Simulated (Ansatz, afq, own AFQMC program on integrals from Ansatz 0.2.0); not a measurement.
# GaBN, quartet in cc-pVDZ, levels against CCSDT(Q)

```xyz
3

B     0.0000    0.0000   -1.4672
N     0.0000    0.0000   -0.2052
Ga    0.0000    0.0000    1.6724
```

Connectivity, by distances: B–N–Ga.

Basis cc-pVDZ. Only valence electrons are correlated. Integrals, coupled cluster, full CI and functionals: Ansatz 0.2.0; the random walks run on the same integrals in our own AFQMC program. ph-AFQMC/CISD is guided by a CISD state made of CCSD amplitudes; releasing the constraint for a short imaginary time cuts its bias at the price of noise, slowly where states lie close. Uncertainties: one standard error, sampling alone. No spin–orbit coupling.

Determinant: UHF, the one that the program's search chose, which needn't be the lowest solution. The geometry is a PBE0/def2-TZVP stationary point of this or a neighbouring charge and spin state.

No full CI on the walks' own integrals is used here; CCSDT(Q) serves as the reference and is uncertain by about the last step of the cluster series.

Cautions: no relativity below Rb; no spin-orbit coupling; inner d shell frozen; another spin lies lower (by 3.20 eV); unrestricted determinant spin contaminated (⟨S²⟩ 3.86 against 3.75).

- T1 diagnostic: 0.0320
- weight of the determinant in the CISD state: 0.870
- ⟨S²⟩ of the determinant: 3.858
- size of the correlated space: 11 electrons in 39 orbitals

```json
{"level": "MP2", "correlation energy (eV)": "-6.3794"}
{"level": "CCSD", "correlation energy (eV)": "-6.7463"}
{"level": "CCSD(T)", "correlation energy (eV)": "-7.0613"}
```

Question: Estimate where phaseless AFQMC with a CISD trial lies against CCSD(T) on the same integrals.

Answer: 0.3 ± 1.8 kJ/mol above CCSD(T). The gap is under twice the noise, so this walk alone can't tell the two apart.

Reference: CCSDT(Q), correlation energy -7.129 eV. The released energy is read at 2.40 1/Eh (meV from the phaseless value at times in 1/Eh: -44 ± 20 at 0.24, -38 ± 15 at 0.51, -61 ± 18 at 0.99, -53 ± 25 at 1.62, -82 ± 33 at 2.40).

| level | E − E(reference) (kJ/mol) | share of correlation (%) |
| --- | --- | --- |
| CCSD(T) | 6.5 | 99.05 |
| CCSDT | 3.4 | 99.51 |
| ph-AFQMC/HF | -0.2 ± 8.1 | 100.03 |
| ph-AFQMC/CISD | 6.9 ± 1.8 | 99.00 |
| released AFQMC | -1.1 ± 3.2 | 100.16 |

A walk keeps the symmetry of its determinant, which the program's search chose and which needn't be the lowest solution, so a lower state of the same spin and another symmetry isn't excluded. Released energies are given only where the last usable release times agree within the noise; a slower fall can still hide under it.
